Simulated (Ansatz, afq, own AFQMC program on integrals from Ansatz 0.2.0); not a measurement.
## LiP⁻, quartet → LiP, triplet

```yaml
atoms:
  - { symbol: P, position_ang: [0.0000, 0.0000, 0.0000] }
  - { symbol: Li, position_ang: [0.0000, 0.0000, 2.4501] }
```

E(triplet, charge +0) − E(quartet, charge -1) at this geometry, on UHF and UHF determinants.

Basis aug-cc-pVDZ. Only valence electrons are correlated. AFQMC by an in-house program on the Cholesky factors that Ansatz 0.2.0 writes for its CCSD(T) run. The CISD trial takes its coefficients from CCSD amplitudes. Released means that phaseless walkers are propagated on without the constraint, phases kept. Uncertainties: one standard error, sampling alone. The errors of all members are added in quadrature.

No full CI on the walks' own integrals is used here; CCSDT(Q) serves as the reference and is uncertain by about the last step of the cluster series. Each member takes its own surest rung, up to full CI.

Errors are counted within aug-cc-pVDZ, not against nature.

Cautions: LiP⁻ (quartet): its ph-AFQMC/CISD value lies 25 ± 8 meV above CCSDT(Q); LiP (triplet): lower spins were not checked, the released energies move by 1.5 errors or more from one time to the next, so no released level is given (meV from the phaseless value at times in 1/Eh: -4 ± 8 at 0.24, -6 ± 6 at 0.51, 2 ± 5 at 0.99, 4 ± 6 at 1.62, -17 ± 8 at 2.40), though the last usable value meets CCSDT(Q) within the noise; this needn't be the first ionization.

| level | vertical detachment energy (kJ/mol) |
| --- | --- |
| MP2 | 54.9 |
| HF | 50.0 |

Question: From these cheaper values, estimate the vertical detachment energy at the reference level in aug-cc-pVDZ.

Answer: 57.5 kJ/mol (CCSDT(Q) in aug-cc-pVDZ).

```json
{"level": "CCSD", "vertical detachment energy (kJ/mol)": "56.5", "error against CCSDT(Q) (kJ/mol)": "-1.0"}
{"level": "CCSD(T)", "vertical detachment energy (kJ/mol)": "57.2", "error against CCSDT(Q) (kJ/mol)": "-0.3"}
{"level": "CCSDT", "vertical detachment energy (kJ/mol)": "57.4", "error against CCSDT(Q) (kJ/mol)": "-0.1"}
{"level": "ph-AFQMC/CISD", "vertical detachment energy (kJ/mol)": "55.3 ± 1.0", "error against CCSDT(Q) (kJ/mol)": "-2.2 ± 1.0"}
```

Correlation beyond CCSD(T) adds 0.3 kJ/mol. The perturbative (T) step is worth +0.7 kJ/mol.

A walk keeps the symmetry of its determinant, which the program's search chose and which needn't be the lowest solution, so a lower state of the same spin and another symmetry isn't excluded.
